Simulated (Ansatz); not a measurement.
Born–Oppenheimer molecular dynamics of C3H5O (9 atoms, charge 1, multiplicity 1). It starts from a relaxed structure.

The calculation used Ansatz 0.2.0, RKS PBE0-D4/def2-SVP.

```
ensemble             : NVT, Langevin thermostat
time step            : 0.5 fs
steps asked          : 150
set temperature      : 300 K
friction             : 0.05 /fs
temperature schedule : 37 steps to 300 K, then 113 steps to 600 K
seed                 : 644484
```

First frame:

```xyz
9
Properties=species:S:1:pos:R:3
C -0.189 1.573 -0.691
C 0.149 0.300 -0.529
O -0.221 -0.298 0.683
C 0.015 -1.477 0.997
H 0.078 2.082 -1.620
H -0.727 2.127 0.084
H 0.682 -0.358 -1.221
H -0.340 -1.797 1.986
H 0.552 -2.152 0.311
```

Task: How far do the bonds stretch over the last three quarters of this one trajectory? (Pairs bonded in most of those frames.)

Result: 
```tsv
bond	mean (Å)	spread (Å)	shortest	longest
C1–C2	1.327	0.024	1.28	1.39
C1–H5	1.093	0.016	1.06	1.13
C1–H6	1.093	0.024	1.05	1.15
C2–O3	1.401	0.028	1.34	1.44
C2–H7	1.096	0.030	1.03	1.17
O3–C4	1.243	0.023	1.21	1.30
C4–H8	1.099	0.025	1.05	1.15
C4–H9	1.109	0.021	1.08	1.15
```

Mean temperature of the second half: 327 K. The schedule's set-point averaged 500 K over the second half and the system 327 K, so it lags behind the ramp. A run of 0.075 ps of so small a system gives no equilibrium averages.

Time of the run: 3.8 min on 1 thread of AMD EPYC 7B13 (Zen 3) (shared host), peak memory 0.15 GiB.
